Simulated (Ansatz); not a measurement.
# Worked example: correlation energy of CF⁺, triplet

Geometry: that of the CF, quartet, kept fixed.

```xyz
2

C     0.0000    0.0000    0.0000
F     0.0000    0.0000    1.3159
```

Basis cc-pVDZ; Ansatz 0.2.0. Only valence electrons are correlated (noble-gas cores frozen), which leaves 10 electrons in 26 orbitals. Prefix R: restricted or restricted open-shell reference; prefix U: unrestricted.

Full CI isn't at hand for all of this; UCCSDTQ serves as the reference, and is uncertain by about the last step of the cluster series.

Runs differ by some tens of microhartree through their thresholds and, for an open shell, their frozen cores, so steps under 0.03 kcal/mol mean nothing.

| level | total energy (hartree) |
| --- | --- |
| UHF | -136.706320 |
| UMP2 | -136.953225 |
| UCCSD | -136.963276 |
| UCCSD(T) | -136.971702 |
| UCCSDT | -136.972925 |
| UCCSDT(Q) | -136.973768 |
| UCCSDTQ | -136.973457 |

Q: What is the correlation energy at UCCSDTQ, and what share of it do UMP2 and UCCSDT recover?

A: E(corr) = -136.973457 − (-136.706320) = -0.267137 hartree = -7.269 eV. UMP2: -0.246905 / -0.267137 = 92.43 %. UCCSDT: -0.266605 / -0.267137 = 99.80 %.

Q: By how many kcal/mol does UCCSD(T) miss UCCSDTQ (1 hartree = 627.509 kcal/mol), and which steps make up the rest?

A: -136.971702 − (-136.973457) = 0.001755 hartree = 1.10 kcal/mol. Steps: UCCSDT − UCCSD(T) = -0.77, UCCSDT(Q) − UCCSDT = -0.53, UCCSDTQ − UCCSDT(Q) = 0.20 kcal/mol. Differences between like states or geometries often cancel part of this.
